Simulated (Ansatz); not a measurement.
in.yaml

```yaml
crystal:
  periodic: [false, false, false]
  atoms:
    - {symbol: Ge, position_ang: [-0.061027, -0.041598, 0.715761]}
    - {symbol: O, position_ang: [0.192419, 0.229315, -3.173586]}
    - {symbol: H, position_ang: [0.725520, -1.299920, 1.187493]}
    - {symbol: H, position_ang: [0.593522, 1.265457, 1.217810]}
    - {symbol: H, position_ang: [0.024687, -0.607670, -3.613097]}
basis:
  gaussian: {orbitals: cc-pVDZ}
magnetization: {spin_polarized: false, initial_magnetization: 1}
correlation: {method: sc_nevpt2, electrons: outside_noble_gas, active_space: {window: {electrons: 3, orbitals: 3}}}
scf: {lower_state_search: light}
```

```sh
$ ansatz run in.yaml --threads 1 --pin off --events-out ev --progress --plain --max-ram 2393MiB
```

Output:

```
590 factors; integrals over basis functions are off by at most 1.0e-3 eV
mean field evaluation 1: about -58543.9459 eV, gradient 4.8e1 eV
mean field evaluation 2: about -58543.9581 eV, gradient 4.8e1 eV
mean field evaluation 4: about -58546.5461 eV, gradient 3.3e1 eV
mean field evaluation 8: about -58553.9774 eV, gradient 7.0e0 eV
mean field evaluation 16: about -58554.1567 eV, gradient 5.2e-2 eV
mean field evaluation 32: about -58554.1746 eV, gradient 5.0e-2 eV
mean field evaluation 64: about -58554.1747 eV, gradient 5.0e-2 eV
mean field evaluation 96: about -58553.3472 eV, gradient 1.7e1 eV
mean field evaluation 128: about -58554.1616 eV, gradient 4.4e-2 eV
mean field -58554.17496792 eV, -2151.8262406257 hartree, gradient 8.4e-6 eV, S^2 0.750000; 6 other end points of the search recorded, 0 dependent functions left out
reference -58554.17496792 eV, -2151.8262406257 hartree; 22, 21 occupied and 34, 35 virtual orbitals, 590 factors
state -58554.79588760 eV, -2151.8490590031 hartree
state -58554.79588760 eV, -2151.8490590031 hartree; corrected -58560.67506892 eV, -2152.0651149316 hartree
state -58554.65515995 eV, -2151.8438873575 hartree
state -58554.65515995 eV, -2151.8438873575 hartree; corrected -58560.69272619 eV, -2152.0657638244 hartree
state -58554.65515995 eV, -2151.8438873575 hartree; corrected -58560.69272619 eV, -2152.0657638244 hartree
state -58554.57283095 eV, -2151.8408618223 hartree
state -58554.57283095 eV, -2151.8408618223 hartree; corrected -58560.63237125 eV, -2152.0635458212 hartree
state -58554.65515995 eV, -2151.8438873575 hartree; corrected -58560.69272619 eV, -2152.0657638244 hartree
the orbitals are reached from a further start. From the first start the search ends at -58554.57282635 eV, -2151.8408616534 hartree
WARN: the results are in doubt because another end's mean lies 0.141 eV lower, and its corrected mean 0.018 eV higher
Total energy: -58560.69272619 eV, -2152.0657638244 hartree
In doubt: another end's mean lies 0.141 eV lower, and its corrected mean 0.018 eV higher
```

Natural occupations: 1.9233 1.0000 0.0767.

Ran on 1 thread of Arm Neoverse V1, shared host: 6.5 s wall, 0.24 GiB peak host memory.
